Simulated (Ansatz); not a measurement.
# BClFH2: the cost of one run

All numbers below are computed with Ansatz 0.2.0 (UKS PBE/def2-SVP).

## (1) Starting point

Bond lengths: B1–F2 1.570 Å, B1–H3 1.190 Å, B1–H4 1.190 Å, F2–Cl5 1.800 Å. Angles: B1–F2–Cl5 180.0°, F2–B1–H3 120.0°, F2–B1–H4 120.0°, H3–B1–H4 120.0°.

As a file:

```xyz
5

B     0.0000    0.0000    0.0000
F     0.0000    0.0000    1.5700
H     1.0305    0.0000   -0.5950
H    -1.0305    0.0000   -0.5950
Cl    0.0000    0.0000    3.3700
```

## (2) A restrained relaxation towards end A

Springs on the bonds that form and break draw the guess towards this end; the thresholds are loose.

The input, input.yaml:

```yaml
crystal:
  periodic: [false, false, false]
  atoms:
    - { symbol: B, position_ang: [0.0, 0.0, 0.0] }
    - { symbol: F, position_ang: [0.0, 0.0, 1.57] }
    - { symbol: H, position_ang: [1.0305, 0.0, -0.595] }
    - { symbol: H, position_ang: [-1.0305, 0.0, -0.595] }
    - { symbol: Cl, position_ang: [0.0, 0.0, 3.37] }
magnetization:
  spin_polarized: true
  initial_magnetization: 1
basis:
  gaussian: { orbitals: def2-SVP }
hamiltonian:
  xc: pbe
relax:
  f_tol: 0.15
  max_steps: 25
  restrain:
    - { distance: [1, 4], at: 2.7, k: 30.0 }
    - { distance: [0, 1], at: 1.32, k: 30.0 }
```

Run with:

```sh
> ansatz run input.yaml --threads 1 --pin off --max-ram 2048MiB --backend cpu --events-out ev --progress --plain --runs-dir out
```

What time and memory should one allow on 1 thread of Arm Neoverse V1, shared host?

About 27 s, with a peak of 0.14 GiB.
